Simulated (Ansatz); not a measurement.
# C2H4FNOS: two torsions

Aim: map the energy of C2H4FNOS, SMILES NC(S)=C(O)F over two coordinates, and find its wells, ridges and stiffness.

The runs use Ansatz 0.2.0; RHF/def2-SVP.

**1. The system as given**

SMILES `NC(S)=C(O)F`, 10 atoms, charge 0, spin multiplicity 1.

Atoms are counted from 1 here; the program's logs count them from 0.

Bond lengths: N1–C2 1.406 Å, N1–H7 1.026 Å, N1–H8 1.028 Å, C2–S3 1.773 Å, C2–C4 1.358 Å, S3–H9 1.369 Å, C4–O5 1.357 Å, C4–F6 1.348 Å, O5–H10 0.979 Å. Angles: C2–N1–H7 111.7°, C2–N1–H8 112.0°, H7–N1–H8 110.4°, N1–C2–S3 117.2°, N1–C2–C4 122.7°, S3–C2–C4 120.1°, C2–S3–H9 95.7°, C2–C4–O5 122.5°, C2–C4–F6 123.2°, O5–C4–F6 114.0°, C4–O5–H10 108.6°.

Coordinates:

```xyz
10
charge 0, multiplicity 1
N    -0.08549   -1.32561   -0.54880
C     0.15333   -0.25263    0.32802
S     0.78941   -0.64655    1.93591
C    -0.12573    1.03587    0.00292
O    -0.61010    1.39346   -1.21318
F    -0.05566    2.05262    0.88550
H    -0.40473   -1.00063   -1.46839
H     0.73788   -1.93219   -0.64887
H    -0.15974   -1.58704    2.23155
H    -0.15608    2.21162   -1.50155
```

This geometry comes from a loose relaxation at PBE in a small basis, which is not shown.

**3. Setting up the map**

- dihedral N1–C2–S3–H9: 18 values from −180 to 160 °, periodic
- dihedral H7–N1–C2–C4: 18 values from −180 to 160 °, periodic

Nothing else is relaxed (all other coordinates rigid). Energies count from the relaxed molecule at the same level.

(The set-up runs are not shown.)

**4. Point dihedral N1–C2–S3–H9 = −60°, dihedral H7–N1–C2–C4 = −60°**

input.yaml reads:

```yaml
crystal:
  periodic: [false, false, false]
  atoms:
    - { symbol: "N", position_ang: [-0.063772, -1.321022, -0.559345] }
    - { symbol: C, position_ang: [0.151028, -0.247901, 0.321297] }
    - { symbol: S, position_ang: [-0.789548, -0.262293, 1.824411] }
    - { symbol: C, position_ang: [0.977939, 0.745546, 0.047236] }
    - { symbol: O, position_ang: [1.719593, 0.811826, -1.059114] }
    - { symbol: F, position_ang: [1.119705, 1.805097, 0.812934] }
    - { symbol: H, position_ang: [-0.423781, -1.025746, -1.447121] }
    - { symbol: H, position_ang: [0.763386, -1.875511, -0.685996] }
    - { symbol: H, position_ang: [-1.993754, -0.239082, 1.245923] }
    - { symbol: H, position_ang: [2.574641, 1.171518, -0.863707] }
basis:
  gaussian: { orbitals: def2-SVP }
hamiltonian:
  xc: hf
output:
  forces: true
```

On the command line:

```
> ansatz run input.yaml --threads 1 --pin off --max-ram 2560MiB --backend cpu --events-out ev --progress --plain --runs-dir out
```

The session goes on with these runs: all other points of the grid.

**Question.** What will these runs give? Wanted: lowest point; highest computed point; largest force on an atom.

As calculated:

| quantity | value |
| --- | --- |
| lowest point | dihedral N1–C2–S3–H9 = −60°, dihedral H7–N1–C2–C4 = 0°, 0.041 kcal/mol |
| highest computed point | dihedral N1–C2–S3–H9 = 0°, dihedral H7–N1–C2–C4 = 60°, 8.71 kcal/mol above the lowest |
| largest force on an atom (eV/Å) | 0.04 at dihedral N1–C2–S3–H9 = −60°, dihedral H7–N1–C2–C4 = 0° to 1.45 at dihedral N1–C2–S3–H9 = −180°, dihedral H7–N1–C2–C4 = 120°; 0.04 at the lowest point |
| time for the whole task | 15 min on 1 thread, shared host |

In words: The lowest computed point is at dihedral N1–C2–S3–H9 = −60°, dihedral H7–N1–C2–C4 = 0°, 0.041 kcal/mol from the relaxed molecule at the same level. Higher local minima lie near dihedral N1–C2–S3–H9 = 60°, dihedral H7–N1–C2–C4 = −120° (1.83 kcal/mol above the lowest at that grid point); dihedral N1–C2–S3–H9 = 120°, dihedral H7–N1–C2–C4 = 0° (2.05 kcal/mol above the lowest at that grid point); dihedral N1–C2–S3–H9 = −60°, dihedral H7–N1–C2–C4 = 140° (2.81 kcal/mol above the lowest at that grid point). The highest computed point, dihedral N1–C2–S3–H9 = 0°, dihedral H7–N1–C2–C4 = 60°, lies 8.71 kcal/mol above the lowest. On the interpolated surface the easiest way out of the lowest well to the well at dihedral N1–C2–S3–H9 = −80°, dihedral H7–N1–C2–C4 = −140° passes a barrier of about 4 kcal/mol. Round the minimum the valley is somewhat tilted: raising dihedral N1–C2–S3–H9 shifts the best value of dihedral H7–N1–C2–C4 downwards (coupling k₁₂/√(k₁₁k₂₂) about 0.2).
